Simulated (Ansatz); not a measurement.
# CH₂NO radical (SMILES [N]=CO): one structure at several levels

The task here is to estimate one member of a computed series from the others.

Program: Ansatz 0.2.0, Gaussian basis. Level of theory: single points in def2-TZVPP. These are calculated values, not measurements.

Cores are frozen in the correlated methods. Orbitals are unrestricted.

### Starting geometry

5 atoms, charge 0, spin multiplicity 2.

Atoms are counted from 1 here; the program's logs count them from 0.

Bond lengths: N1–C2 1.218 Å, C2–O3 1.253 Å, C2–H4 1.118 Å, O3–H5 1.057 Å. Angles: N1–C2–O3 134.1°, N1–C2–H4 109.0°, O3–C2–H4 116.0°, C2–O3–H5 111.9°.

Geometry (Å):

```xyz
5
CH2NO
N    -0.7706   -0.4282    1.1064
C    -0.3299   -0.2509   -0.0147
O     0.6072    0.4345   -0.4855
H    -0.7806   -1.0053   -0.7055
H     0.9799    1.1284    0.2192
```

The first run:

Input file run/in.yaml:

```yaml
crystal:
  periodic: [false, false, false]
  atoms:
    - {symbol: N, position_ang: [-0.770600, -0.428200, 1.106400]}
    - {symbol: C, position_ang: [-0.329900, -0.250900, -0.014700]}
    - {symbol: O, position_ang: [0.607200, 0.434500, -0.485500]}
    - {symbol: H, position_ang: [-0.780600, -1.005300, -0.705500]}
    - {symbol: H, position_ang: [0.979900, 1.128400, 0.219200]}
basis:
  gaussian: {orbitals: def2-TZVPP}
magnetization: {spin_polarized: true, initial_magnetization: 1}
correlation: {method: ccsd_t}
scf: {omitted_lower_state_checks: [cluster_reference]}
output: {forces: true}
```

No record of the launch command was kept for these runs.

Among the steps run: CCSD(T)/def2-TZVPP; PBE0-D4/def2-TZVPP; wB97M-V/def2-TZVPP; r2SCAN-D4/def2-TZVPP; PBE-D4/def2-TZVPP; r2SCAN0-D4/def2-TZVPP; r2SCANh-D4/def2-TZVPP.

One table of the session follows, with a row left open; its other results are not shown here.

| method | RMS force component (eV/Å) | angle to CCSD(T) forces (°) | dipole (D) |
| --- | --- | --- | --- |
| CCSD(T) | 2.689 | reference | 2.18 |
| PBE0-D4 | 2.437 | 4.5 | 2.28 |
| wB97M-V | 2.537 | 5.4 | 2.27 |
| r2SCAN-D4 | 2.455 | 2.0 | 2.34 |
| PBE-D4 | ? | ? | ? |
| r2SCAN0-D4 | 2.446 | 7.4 | 2.32 |
| r2SCANh-D4 | 2.448 | 3.9 | 2.33 |

Q: Estimate the row for PBE-D4 from the others.

The run gave: RMS force component (eV/Å): 2.463; angle to CCSD(T) forces (°): 4.9; dipole (D): 2.28. In the column «RMS force component (eV/Å)» it lies between r2SCAN-D4 (2.455) and wB97M-V (2.537).
